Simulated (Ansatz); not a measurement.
One change: `BS[SiH3]` becomes `[SiH3]SS`.

Ansatz, PBE0-D4/def2-TZVP geometries, multiplicity 1. Each molecule was computed in one conformer, which needn't be the lowest.

```json
{"property": "HOMO energy (B3LYP/def2-TZVPP) / eV", "`BS[SiH3]`": "-8.02"}
{"property": "size of the dipole moment (ωB97M-V/def2-TZVPP) / D", "`BS[SiH3]`": "0.96"}
{"property": "size of the dipole moment (B3LYP/def2-TZVPP) / D", "`BS[SiH3]`": "0.97"}
{"property": "zero-point energy (PBE0-D4/def2-TZVP) / kJ/mol", "`BS[SiH3]`": "125.5"}
{"property": "vertical ionisation energy (CCSD(T)/CBS(def2)) / eV", "`BS[SiH3]`": "10.60"}
{"property": "HOMO energy (PBE0/def2-TZVPP) / eV", "`BS[SiH3]`": "-8.27"}
```

(1) Give the same properties after the change, and the shifts. (An estimate is asked.)

Answers

(1) The calculation gave: 
```tsv
property	`[SiH3]SS`	shift
HOMO energy (B3LYP/def2-TZVPP) / eV	-7.07	0.95
size of the dipole moment (ωB97M-V/def2-TZVPP) / D	1.16	0.20
size of the dipole moment (B3LYP/def2-TZVPP) / D	1.14	0.17
zero-point energy (PBE0-D4/def2-TZVP) / kJ/mol	95.0	-30.5
vertical ionisation energy (CCSD(T)/CBS(def2)) / eV	9.68	-0.92
HOMO energy (PBE0/def2-TZVPP) / eV	-7.31	0.96
```

With PBE0 the HOMO rises by 0.96 eV and the LUMO rises by 0.38 eV, so the gap narrows by about 0.58 eV. PBE moves the HOMO by 1.04 eV and ωB97M-V by 0.97 eV. The zero-point energy changes by -30.5 kJ/mol with -3 modes. Dipoles are sizes alone; their direction can turn.

B3LYP here is the variant with VWN-RPA as its local correlation; programs differ in this.
